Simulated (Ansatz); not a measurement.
A nudged elastic band was laid between two geometries of CH4BCl + H2 (9 atoms, charge 0, multiplicity 1).

Method: RKS B3LYP/def2-SVP (Ansatz).

- movable images: 5
- climbing image: yes
- spring: 5.0 eV/Å²
- optimiser: quadratic models (default)
- start path: through a guess of the saddle point
- force threshold: 0.03 eV/Å
- iteration limit: 60
- end points: relaxed

First end point:

```xyz
9
Properties=species:S:1:pos:R:3
B 0.180 -0.724 -0.060
Cl -0.016 -0.238 1.626
C 1.505 -0.476 -0.838
H 1.817 -1.395 -1.367
H 1.294 0.258 -1.641
H 2.339 -0.097 -0.230
H -0.782 -1.239 -0.570
H -0.408 3.665 1.331
H -0.326 2.916 1.444
```

Last end point:

```xyz
9
Properties=species:S:1:pos:R:3
B 0.054 0.453 -0.477
Cl 0.068 0.319 2.476
C 1.443 -0.166 -0.828
H 1.536 -1.244 -0.624
H 1.513 -0.054 -1.933
H 2.310 0.372 -0.412
H -0.957 -0.208 -0.530
H -0.064 1.648 -0.319
H -0.302 1.549 2.342
```

Question: Which bonds break or form, and what moves?

Answer: Bonds broken: B1–Cl2, H8–H9. Bonds formed: B1–H8, Cl2–H9. CH4BCl + H2 becomes CH5B + ClH.

Question: Give the energies along the band, and the barrier.

Answer: It converged. The highest image is number 4 of 0 to 6, 119.4 kJ/mol above the first end and 39.3 kJ/mol above the last; the last end lies 80.1 kJ/mol above the first. A vibrational analysis at the climbing image gives one clearly imaginary mode, 731i cm⁻¹: a first-order saddle point. The orbitals stay closed-shell, which can raise the energy where a bond breaks towards radicals; this wasn't checked here.

```tsv
image	path coordinate (Å)	energy (kJ/mol)	B1–Cl2 (Å)	H8–H9 (Å)	B1–H8 (Å)
0	0.00	0.0	1.77	0.76	4.64
1	1.06	0.7	1.77	0.76	3.93
2	2.12	2.8	1.77	0.76	3.06
3	3.18	25.0	1.80	0.76	2.14
4	4.24	119.4	2.20	1.09	1.29
5	5.08	83.1	2.90	1.80	1.22
6	5.92	80.1	2.96	2.67	1.21
```

Question: What is the geometry of the highest image?

Answer: 
```xyz
9
Properties=species:S:1:pos:R:3
B 0.027 0.329 -0.049
Cl 0.130 0.139 2.136
C 1.415 -0.044 -0.679
H 1.601 -1.128 -0.613
H 1.395 0.213 -1.754
H 2.268 0.483 -0.224
H -1.028 -0.177 -0.317
H -0.150 1.605 0.084
H -0.057 1.251 1.113
```

Question: What are the harmonic wavenumbers there?

Answer: 731i, 196, 226, 511, 599, 775, 858, 956, 1000, 1029, 1149, 1330, 1396, 1432, 1447, 1585, 2190, 2663, 3021, 3095, 3125 cm⁻¹.

The band took 21 iterations and of the order of 4 core-minutes.

Time of the run: 3.9 min on 1 thread of Arm Neoverse V2, on a shared host, peak memory 0.16 GiB.
